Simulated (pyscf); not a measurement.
•H₂Ge–I (SMILES [GeH2][I]) + H₂ (SMILES [H][H]) -> H₃Ge–I (SMILES [GeH3][I]) + H• (SMILES [H]) (hydrogen abstraction; doublet surface; H–H broken, Ge–H formed). Single points on ωB97X-D3(BJ)/def2-SVP structures (PySCF, gas phase). Energies in eV from the separated reactants.

| level | barrier | reaction energy |
|---|---|---|
| PBE/def2-TZVP | 0.98 | +1.02 |
| r²SCAN/def2-TZVP | 0.95 | +1.05 |
| B3LYP-D3(BJ)/def2-TZVP | 1.04 | +1.10 |
| PBE0-D3(BJ)/def2-TZVP | 0.94 | +0.92 |
| ωB97M-D3(BJ)/def2-TZVP | 1.10 | +0.98 |
| HF/def2-TZVP | 1.04 | +0.68 |

At PBE, r²SCAN, B3LYP-D3(BJ) this geometry lies under the product side: in single points on another level's saddle the reverse barrier vanishes, and the forward threshold there is about the reaction energy. One saddle was located; it need not be the lowest between these sides. The angle at the transferred H is 179°. Elements up to Kr have no core potential and no relativistic terms here. Elements past Kr carry the def2 core potentials, without spin-orbit coupling.
